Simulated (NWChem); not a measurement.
**Correlation energy of Al (-1)**

```xyz
1

Al     0.0000     0.0000     0.0000
```
Charge -1, spin multiplicity 3.

All runs are NWChem calculations.

Basis set: def2-TZVPD. Each correlation energy counts from its own Hartree-Fock reference.

The correlated methods keep 5 core orbitals frozen. The stability of the SCF solutions was not checked. Open-shell Hartree-Fock references start from PBE0 orbitals. No row is a measurement; the coupled-cluster row has its own basis-set and correlation limits.

### Question
For the correlation energy, SCS-UMP2 gives -49.1 mHa and CCSD[T] on UHF gives -66.0 mHa. What do CCSD on ROHF, CCSD(T) on ROHF give?

### Answer
CCSD on ROHF: -66.9 mHa; CCSD(T) on ROHF: -70.0 mHa.
